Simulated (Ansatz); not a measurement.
Scan of SiH4, triplet

All five atoms lie in one plane.

Starting geometry (PBE0/def2-TZVP stationary point for this spin, not checked as a minimum):

```yaml
atoms:
  - { symbol: Si, position_ang: [0.0000, 0.0000, 0.0000] }
  - { symbol: H, position_ang: [-0.0115, 1.0851, 1.0776] }
  - { symbol: H, position_ang: [-0.0165, -1.0776, 1.0850] }
  - { symbol: H, position_ang: [0.0165, 1.0776, -1.0850] }
  - { symbol: H, position_ang: [0.0115, -1.0851, -1.0776] }
```

From there H2 moves along the line of the two atoms named below, all else staying in place; atoms are numbered as listed. Energies are in kJ/mol, counted from the starting geometry at the same level.

Basis cc-pVTZ; Ansatz 0.2.0. Correlated methods freeze the noble-gas cores. R marks a restricted (for open shells ROHF) determinant, U an unrestricted one. Active spaces: valence = (8e, 8o) chosen from the atoms' valence shells.

Runs in a small pair space aren't shown, since their orbitals change along the scan.

Full CI isn't at hand for all of this; UCCSDT(Q) serves as the reference, and is uncertain by the last step of the cluster series or more. The frozen core follows each run's orbitals, which can shift R against U totals by a few meV.

| distance Si1-H2 (Å) | UCCSDT(Q) | error UMP2 | error RCCSD | error BCCD(T) | error RCCSDT | error CASSCF (valence space) | error MRCISD (valence space) |
| --- | --- | --- | --- | --- | --- | --- | --- |
| 1.350 | 28.3 | -1.9 | -0.8 | -0.2 | 0.0 | 4.9 | 0.0 |
| 1.529 | 0.0 | 0.0 | 0.0 | 0.0 | 0.0 | 0.0 | 0.0 |
| 1.660 | 7.6 | 3.4 | 0.6 | 0.2 | 0.0 | -4.7 | 0.0 |
| 2.136 | 65.7 | 3.7 | -0.8 | 0.5 | 0.0 | -37.4 | 0.8 |
| 2.840 | 84.5 | -6.1 | -5.1 | -0.7 | -0.2 | -64.7 | -6.5 |
| 4.124 | 85.5 | -7.0 | -5.5 | -0.8 | -0.2 | -69.8 | -7.8 |

Errors are those of relative energies. In total energy the starting point itself misses UCCSDT(Q) by: UMP2 102.5, RCCSD 22.4, BCCD(T) 4.1, RCCSDT 0.8, CASSCF (valence space) 351.9, MRCISD (valence space) 25.7 kJ/mol.

Spread of the error over the points with a reference, to 4.124 Å (largest less smallest): RCCSDT 0.2, BCCD(T) 1.3, RCCSD 6.1, MRCISD (valence space) 8.5, UMP2 10.8, CASSCF (valence space) 74.7 kJ/mol.

Going outwards, the relative energy of UMP2 first misses by more than 4.2 kJ/mol (1 kcal/mol) at 2.840 Å.

Going outwards, the relative energy of CASSCF (valence space) first misses by more than 4.2 kJ/mol (1 kcal/mol) at 1.660 Å.

CASSCF lacks dynamic correlation, of which the bound molecule has more, so its curve rises 69.8 kJ/mol too little out to 4.124 Å.
